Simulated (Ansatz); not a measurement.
# Stretch profile

CHNaS, closed shell, at its PBE0-D4/def2-TZVP minimum:

| atom | x (Å) | y (Å) | z (Å) |
| --- | --- | --- | --- |
| Na1 | 1.2261 | -0.1339 | 1.5003 |
| C2 | -0.1956 | -0.3889 | -0.2495 |
| S3 | -0.1815 | 1.2702 | -0.1914 |
| H4 | -0.8490 | -0.7474 | -1.0595 |

The bond length C2–H4 (1.101 Å at the minimum) is set to the values below, the two halves moving rigidly along the bond. Each method's energies count from its own value at the PBE0-D4 minimum structure. Ansatz 0.2.0; basis: def2-TZVPP; cores frozen in the correlated methods. The outer core shell of Li, Na, Mg and K is correlated. The def2 sets are not built for correlating such inner shells, so the correlated values are less sure here.

CCSD(T) energies along the scan:
```
bond length (Å)  CCSD(T) (eV)
          0.969         0.338
          1.007         0.155
          1.063         0.021
          1.129         0.013
          1.201         0.130
          1.279         0.346
          1.362         0.630
          1.450         0.957
          1.541         1.293
```
They count from the CCSD(T) energy at the PBE0-D4 minimum.

Minimum and curvature along this coordinate at CCSD(T): A fifth-order fit through the nearest points gives 1.099 Å, with a curvature of about 30 eV/Å².

**Question.** Treat the two halves as rigid bodies and work out the harmonic wavenumber of this stretch from that curvature (ν̃ = 521.5 √(k/μ) cm⁻¹ with k in eV/Å² and μ in u).

**Answer.** The halves weigh 67.07 and 1.01 u, so μ = 67.07 × 1.01/68.08 = 0.995 u and ν̃ = 521.5 √(30/0.995) ≈ 2900 cm⁻¹. A true normal mode mixes in other motions, so this is a guide only.

Largest difference from the CCSD(T) curve over the scan: r2SCAN-D4 0.041; wB97M-V 0.077; HF 0.306; MP2 0.091 eV. Each curve counts from its own value at the minimum.

The T1 diagnostic stays at or below 0.020. The restricted Hartree–Fock reference is unstable towards an unrestricted one here.

For scale, one of the runs: CCSD(T)/def2-TZVPP, 119 basis functions (an equivalent command: `ansatz run in.yaml --threads 2`). Hardware: 2 CPU threads, shared host. Wall time about 10 s.
